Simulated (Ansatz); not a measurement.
Basis-set extrapolation for C$_{3}$H$_{6}$ClFO, SMILES `COC(C)(F)Cl` (PBE0-D4/def2-TZVP geometry, frozen core, the Gaussian-basis code of Ansatz). Multiplicity 1, RHF reference.

|  | def2-TZVPP | def2-QZVPP |
| --- | --- | --- |
| HF | -751.023409 | -751.049325 |
| MP2 correlation | -1.190209 | -1.286500 |
| CCSD(T) correlation | -1.282000 | not run |

Energies in hartree. Use E(X) = E(∞) + A·exp(−7.88·√X) for Hartree–Fock and E(X) = E(∞) + B·X^(−2.97) for correlation, with X = 3 and 4, and add CCSD(T) minus MP2 of the smaller set to the MP2 limit.

Task: What is the CCSD(T) energy at the basis-set limit?

Result: HF limit: -751.049325 + (-0.025916) × 0.13774 = -751.05289. MP2 limit: -1.286500 + (-0.096291) × 0.74074 = -1.35783. Higher-order term: -1.282000 − (-1.190209) = -0.09179. Total: -752.50251 hartree, 5.36 eV below CCSD(T)/def2-TZVPP.
